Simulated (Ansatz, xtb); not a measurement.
Molecule: tetrafluoromethane, CF₄, charge 0, multiplicity 1. 
Structure (B3LYP-D3(BJ)/def2-TZVP (Ansatz, an electronic-structure program) minimum search):
```
C
F 1 1.3260
F 1 1.3260 2 109.47
F 1 1.3260 2 109.47 3 120.00
F 1 1.3260 2 109.47 4 120.00
```
Charge 0, spin multiplicity 1.

Harmonic wavenumbers from GFN2-xTB (xtb, at its own minimum), cm⁻¹: 380, 380, 545, 545, 545, 861, 1146, 1147, 1148.

**Question.** Give the harmonic wavenumbers at B3LYP-D3(BJ)/def2-TZVP (Ansatz, finite differences of forces, unscaled).

**Answer.** 428, 428, 621, 621, 621, 901, 1250, 1250, 1250 cm⁻¹. Zero-point energy 10.5 kcal/mol.

**Question.** From these and the geometry, give the ideal-gas thermochemistry at 298.15 K and 1 atm (rigid rotor, harmonic oscillator).

**Answer.** Point group Td, rotational symmetry number 12. Rotational constants 5.673, 5.673, 5.673 GHz. S(trans) 39.34, S(rot) 20.04, S(vib) 3.22, S(elec, spin only) 0.00, S 62.6 cal/(mol K). H(298) - H(0) 3.07 kcal/mol; G - E(el) -5.1 kcal/mol. Tabulated S at 1 bar: 62.5 cal/(mol K) (CRC Handbook, as tabulated in the package chemicals).
